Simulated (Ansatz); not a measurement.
in.yaml

```yaml
crystal:
  periodic: [false, false, false]
  atoms:
    - {symbol: B, position_ang: [-2.051397, 0.034738, 0.000000]}
    - {symbol: H, position_ang: [-2.648130, 1.068310, 0.000000]}
    - {symbol: H, position_ang: [-2.648131, -0.998833, 0.000000]}
    - {symbol: H, position_ang: [-0.593397, 0.034738, 0.000000]}
    - {symbol: Si, position_ang: [0.952603, 0.034738, 0.000000]}
    - {symbol: H, position_ang: [1.349037, -1.444775, 0.000000]}
basis:
  gaussian: {orbitals: cc-pVDZ}
magnetization: {spin_polarized: true, initial_magnetization: 1}
correlation: {method: mp2, electrons: outside_noble_gas}
```

```sh
$ ansatz run in.yaml --threads 1 --pin off --events-out ev --progress --plain --max-ram 2393MiB
```

Log:

```
488 factors; integrals over basis functions are off by at most 1.2e-3 eV
mean field evaluation 1: about -8591.4157 eV, gradient 8.8e0 eV
mean field evaluation 2: about -8591.4373 eV, gradient 8.8e0 eV
mean field evaluation 4: about -8592.5857 eV, gradient 1.2e0 eV
mean field evaluation 8: about -8592.7123 eV, gradient 1.7e-1 eV
mean field evaluation 16: about -8584.4955 eV, gradient 1.8e1 eV
mean field evaluation 32: about -8591.1813 eV, gradient 1.9e-1 eV
mean field evaluation 64: about -8591.0282 eV, gradient 2.4e0 eV
mean field evaluation 96: about -8590.0978 eV, gradient 1.2e-1 eV
mean field evaluation 128: about -8592.3421 eV, gradient 4.5e0 eV
mean field -8592.71423996 eV, -315.7764239676 hartree, gradient 3.3e-6 eV, S^2 0.777811; 13 other end points of the search recorded, 0 dependent functions left out
6 core orbitals not correlated: weight in the atoms' cores, before any rotation towards them, 1.000 or more for the frozen orbitals, at most 0.000 for the correlated occupied ones
reference -8592.71423996 eV, -315.7764239676 hartree; 6, 5 occupied and 40, 41 virtual orbitals, 488 factors
second order -4.69726420 eV of doubles, -0.00000000 eV of singles
Total energy: -8597.41150416 eV, -315.9490452432 hartree
```

Ran on 1 thread of Intel Xeon 6975P-C, shared host: 1 s wall, 0.19 GiB peak host memory.
